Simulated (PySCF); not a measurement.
C3H5 (doublet state).
Numbering: `[CH:1]1[CH2:2][CH2:3]1` (hydrogens: H4 on C1; H5, H6 on C2; H7, H8 on C3)

Computed, not measured: UKS B3LYP, IGLO-III on C, pcH-1 on H, non-relativistic, mean-field spin-orbit, GIAO (PySCF 2.14.0). Isolated species at its PBE0-D3(BJ)/def2-SVP geometry, gas phase. Stability of the SCF solution: not tested.

(1) What is the g tensor, term by term?

(2) At 93.754 GHz, how far is the centre of the isotropic spectrum from where a free electron (g = 2.002319) resonates?

(3) What effective moment and Curie constant follow for a powder?

(4) How much does each term add to the isotropic shift?

(5) In a frozen sample, at which fields do the three g values resonate at 9.5, 34, 94 and 263 GHz (hyperfine left aside), and which band first spreads them over more than twice a line width of 0.3 mT?

## Answers

(1) 
| Δg (ppm) | 1 | 2 | 3 |
| --- | --- | --- | --- |
| relativistic mass correction | -139 | -139 | -139 |
| gauge correction | 11 | 5 | 25 |
| orbital Zeeman/spin–orbit | -10 | 671 | 891 |
| total | -137 | 538 | 777 |

So g = 2.00218, 2.00286, 2.00310 and g_iso = 2.00271; the tensor is rhombic: the two nearest values differ by 26 % of g3 − g1. Axes: g3 points within 5° of the C1–H4 bond.

(2) B = hν/(g μB) with μB/h = 13.99624 MHz/mT gives 3345.38 mT for the free electron and 3344.72 mT at g_iso, 0.66 mT lower.

(3) With the mean of g² = 4.0109 and S(S+1) = 0.75: μ_eff = √(⟨g²⟩S(S+1)) = 1.734 μB and χT = 0.12505·⟨g²⟩·S(S+1) = 0.376 cm³ K/mol (cgs; spin-Hamiltonian part alone).

(4) The orbital-Zeeman/spin–orbit term 518, the mass correction -139 and the gauge correction 14 ppm, for a total of 393 ppm. The orbital-Zeeman/spin–orbit term is the largest in size. The mass correction is the same along every axis, so the anisotropy comes from the other two: their spans along these axes are 19 (gauge) and 901 ppm (orbital Zeeman/spin–orbit).

(5) 
| band | GHz | B(g3) mT | B(g2) mT | B(g1) mT | spread mT |
| --- | --- | --- | --- | --- | --- |
| X | 9.5 | 338.85 | 338.89 | 339.01 | 0.15 |
| Q | 34.0 | 1212.73 | 1212.88 | 1213.29 | 0.55 |
| W | 94.0 | 3352.85 | 3353.25 | 3354.38 | 1.53 |
| J | 263.0 | 9380.85 | 9381.97 | 9385.14 | 4.28 |

The spread grows in proportion to the frequency. W band is the first where it exceeds 0.6 mT.

The largest Mulliken spin population is on C1 (+0.98). The angles at C1 add up to 329.2°, so it is pyramidal.

The HOMO–LUMO gaps are 7.28 eV among the α and 6.43 eV among the β orbitals.
